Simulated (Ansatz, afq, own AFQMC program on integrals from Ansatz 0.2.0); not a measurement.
**SiNH3, singlet → SiNH3⁺, doublet**

```xyz
5

N    -0.3082   -0.4693    0.1008
Si    0.0655    1.1719    0.4457
H     0.1466   -1.0662   -0.5832
H    -1.0468   -0.9612    0.5944
H     1.1928    1.2511   -0.5992
```

Connectivity, by distances: NH2–SiH.

E(doublet, charge +1) − E(singlet, charge +0) at this geometry, on RHF and UHF determinants.

Basis def2-TZVP. Noble-gas cores (and the filled d shells of Ga–Kr and In–Xe) are frozen. Ansatz 0.2.0 and our own AFQMC program on the same integrals; the CISD trial comes from CCSD amplitudes, and released means the phaseless constraint is let go. Uncertainties: one standard error, sampling alone. The errors of all members are added in quadrature.

No full CI on the walks' own integrals is used here; CCSDT(Q) serves as the reference and is uncertain by about the last step of the cluster series. Each member takes its own surest rung, up to full CI.

The best estimate is CCSD(T) at the basis-set limit (CBS: def2-TZVPP and def2-QZVPP, with their diffuse functions for anions and beside diffuse sets, CCSD(T) itself extrapolated) plus the step from CCSD(T) to CCSDT(Q) in def2-TZVP. Rows without CBS are in def2-TZVP; B2PLYP and the wave-function rows carry a basis error of their own. Core correlation and relativity beyond core potentials are missing, and ± holds the sampling alone.

Cautions: SiNH₃ (singlet): the released energies move by 1.5 errors or more from one time to the next, so no released level is given (meV from the phaseless value at times in 1/Eh: -1 ± 4 at 0.24, -2 ± 4 at 0.51, -11 ± 3 at 0.99, -3 ± 6 at 1.62, -22 ± 7 at 2.40), though the last usable value meets CCSDT(Q) within the noise.

Best estimate: 860.8 kJ/mol.

```tsv
level	vertical ionization energy (kJ/mol)	error against the best estimate (kJ/mol)
HF	758.9	-101.9
MP2	834.5	-26.3
CCSD	847.2	-13.7
CCSD(T)	848.4	-12.4
CCSDT	848.1	-12.8
CCSDT(Q)	848.0	-12.9
ph-AFQMC/CISD	848.3 ± 0.8	-12.5 ± 0.8
HF/CBS	759.8	-101.0
MP2/CBS	850.8	-10.1
CCSD(T)/CBS	861.3	0.5
PBE	836.0	-24.9
r2SCAN	830.9	-30.0
PBE0	841.2	-19.6
B3LYP	852.1	-8.7
wB97M-V	854.1	-6.7
B2PLYP	842.1	-18.7
```

Correlation beyond CCSD(T) takes off 0.5 kJ/mol. Going to the basis-set limit adds 12.9 kJ/mol at CCSD(T). The perturbative (T) step is worth +1.3 kJ/mol. The functionals spread over 23.2 kJ/mol; wB97M-V and B3LYP come nearest and r2SCAN is 30.0 kJ/mol too low.

Best estimates are given only where the step beyond CCSD(T) is under 0.3 eV and no member's determinant is very poor (T1 over 0.05, or 0.07 for open shells, ⟨S²⟩ too high by 0.3, two states mixed), so the hardest cases are missing from such tables.

The functionals ran in a triple-zeta set and keep a basis error of their own, a few kJ/mol for each bond in atomization energies and more for double hybrids, so close places among them and the extrapolated levels can swap.

CCSDT and higher add their correlation energy to the determinant of the CCSD(T) run, since their own runs factorise the integrals more tightly (a shift of under 2 meV). Each member of a difference takes its own highest rung, so a best estimate needn't equal the limit plus the step of one row.
